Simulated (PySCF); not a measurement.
Indirect couplings

Geometry:
```json
{"atom": "C1", "x (Å)": "-2.415", "y (Å)": "0.380", "z (Å)": "0.918"}
{"atom": "C2", "x (Å)": "-1.579", "y (Å)": "-0.517", "z (Å)": "0.374"}
{"atom": "C3", "x (Å)": "-0.200", "y (Å)": "-0.288", "z (Å)": "0.106"}
{"atom": "C4", "x (Å)": "0.980", "y (Å)": "-0.116", "z (Å)": "-0.131"}
{"atom": "C5", "x (Å)": "2.389", "y (Å)": "0.092", "z (Å)": "-0.413"}
{"atom": "H6", "x (Å)": "-2.074", "y (Å)": "1.380", "z (Å)": "1.199"}
{"atom": "H7", "x (Å)": "-3.464", "y (Å)": "0.132", "z (Å)": "1.093"}
{"atom": "H8", "x (Å)": "-1.963", "y (Å)": "-1.509", "z (Å)": "0.106"}
{"atom": "H9", "x (Å)": "3.014", "y (Å)": "-0.213", "z (Å)": "0.441"}
{"atom": "H10", "x (Å)": "2.601", "y (Å)": "1.153", "z (Å)": "-0.620"}
{"atom": "H11", "x (Å)": "2.711", "y (Å)": "-0.493", "z (Å)": "-1.289"}
```

Indirect spin–spin couplings were computed at B3LYP/pcJ-1 (without the spin–dipole term) (PySCF) on a PBE0-D3(BJ)/def2-SVP structure, for the isolated molecule, without vibrational or relativistic corrections. Couplings are averaged over pairs made equivalent by symmetry, fast rotation or ring inversion, so a value needn't be that of the named pair in this geometry, while other rotamers aren't included; one pair stands for each set, and the list holds a selection of those of at least 0.8 Hz over up to four bonds.

Isotopes: $^{13}$C, $^{1}$H.

```
   pair  bonds  J (Hz)
 C1, C2      1    78.7
 C1, H6      1   170.2
 C1, H7      1       ?
 C2, C3      1   100.1
 C2, H8      1   168.6
 C3, C4      1   202.4
 C4, C5      1    78.5
 C5, H9      1       ?
 C1, C3      2       ?
 C2, C4      2       ?
 C2, H6      2       ?
 C3, C5      2    13.0
 C3, H8      2     1.3
 C4, H9      2   -11.4
 H6, H7      2     2.6
H9, H10      2   -18.5
 C1, C4      3       ?
 C2, C5      3     2.2
 C3, H6      3    10.1
 C3, H7      3    17.2
 C4, H8      3     5.6
 H6, H8      3    18.9
 H7, H8      3    12.7
 C1, C5      4       ?
 C4, H6      4       ?
 C5, H8      4    -1.7
```

Estimate the withheld couplings, with signs.

## Answers


- $^{1}J$(C1,H7) = 171.2 Hz (bond length 1.092 Å, sp2 carbon)
- $^{1}J$(C5,H9) = 138.1 Hz (bond length 1.102 Å, sp3 carbon)
- $^{2}J$(C1,C3) = -1.8 Hz (angle at C2 125°)
- $^{2}J$(C2,C4) = 14.0 Hz (angle at C3 179°)
- $^{2}J$(C2,H6) = -2.9 Hz (angle at C1 121°)
- $^{3}J$(C1,C4) = 3.7 Hz
- $^{4}J$(C1,C5) = -1.7 Hz
- $^{4}J$(C4,H6) = -1.4 Hz
